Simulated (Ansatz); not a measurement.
# CH2Mg: the cost of one run

Method: def2-QZVPP, core rule «outside noble gas», up to 6 orbitals frozen; program: Ansatz 0.2.0, Gaussian basis.

To be run: UHF; ROHF; CCSD(T) on UHF.

2 further runs of the same task are left out: 2 set aside as unsound or not needed.

### Step 1. The system

The geometry is a PBE0/def2-TZVP stationary point (not a proven minimum) of the parent state, kept for this charge and spin.

4 atoms, charge 1, spin multiplicity 4.

Atoms are counted from 1 here; the program's logs count them from 0.

Bond lengths: C1–Mg2 2.007 Å, C1–H3 1.089 Å, Mg2–H4 1.696 Å. Angles: Mg2–C1–H3 180.0°, C1–Mg2–H4 180.0°.

Coordinates:

```xyz
4

C     0.00000    0.00000    1.15540
Mg    0.00000    0.00000   -0.85157
H     0.00000    0.00000    2.24418
H     0.00000    0.00000   -2.54801
```

### Step 2. UHF

Input file in.yaml:

```yaml
crystal:
  periodic: [false, false, false]
  atoms:
    - {symbol: C, position_ang: [0.000000, 0.000000, 1.155397]}
    - {symbol: Mg, position_ang: [0.000000, 0.000000, -0.851568]}
    - {symbol: H, position_ang: [0.000000, 0.000000, 2.244181]}
    - {symbol: H, position_ang: [0.000000, 0.000000, -2.548010]}
basis:
  gaussian: {orbitals: "def2-QZVPP.json"}
total_charge: 1
magnetization: {spin_polarized: true, initial_magnetization: 3}
hamiltonian: {xc: hf}
output: {orbitals: {seedname: orbitals}}
```

Command:

```
$ ansatz run in.yaml --threads 1 --pin off --events-out ev --progress --plain --max-ram 2393MiB
```

What time and memory should one allow on 1 thread of Arm Neoverse V1, shared host?

About 7 s, with a peak of 0.34 GiB.
